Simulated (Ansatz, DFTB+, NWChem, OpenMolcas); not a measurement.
# Redistribution: C2H6 + C2H2S → CH4S + C3H4

Gas-phase species: C2H6 (ethane) `CC`, singlet; C2H2S (ethynethiol) `C#CS`, singlet; CH4S (methanethiol) `CS`, singlet; C3H4 (propyne) `C#CC`, singlet. The partners trade CH3 for SH; both sit on C, so the bond types are kept.

Shapes, held fixed at every level: PBE0-D4/def2-TZVP. Programs: Ansatz 0.2.0, DFTB+ 25.1, NWChem 7.3.0, OpenMolcas 26.06. The zero-point and thermal change to 298 K, harmonic and unscaled (PBE0-D4/def2-TZVP), is -0.4 kJ/mol.

| level | kind | ΔH(298 K) (kJ/mol) | less CCSD(T)/CBS estimate |
| --- | --- | --- | --- |
| DFTB2-D4 | semi-empirical | +21.0 | +34.2 |
| HF/def2-SVP | Hartree–Fock | -18.1 | -4.9 |
| PBE-D4/def2-TZVPP | GGA | -8.0 | +5.2 |
| B3LYP/6-31G* (Cartesian functions) | global hybrid | -16.8 | -3.6 |
| BHLYP-D4/def2-TZVPP | global hybrid | -13.9 | -0.7 |
| wB97M-V/def2-TZVPP | range-separated hybrid | -13.9 | -0.7 |
| CCSD(T)/def2-TZVPP | coupled cluster or CI | -11.3 | +1.9 |
| CCSD(T)/CBS estimate | coupled cluster or CI | -13.2 | 0.0 |

The highest level, CCSD(T)/CBS estimate, gives ΔH(298 K) = -13.2 kJ/mol; the levels span -18.1 to +21.0. They disagree on the sign: 1 of 8 are positive. The column of differences is taken from that level and isn't an error. No measured value is set beside it here. The CBS estimate extrapolates MP2 from def2-TZVPP and def2-QZVPP and adds CCSD(T) − MP2 in the triple-zeta set, cores frozen.
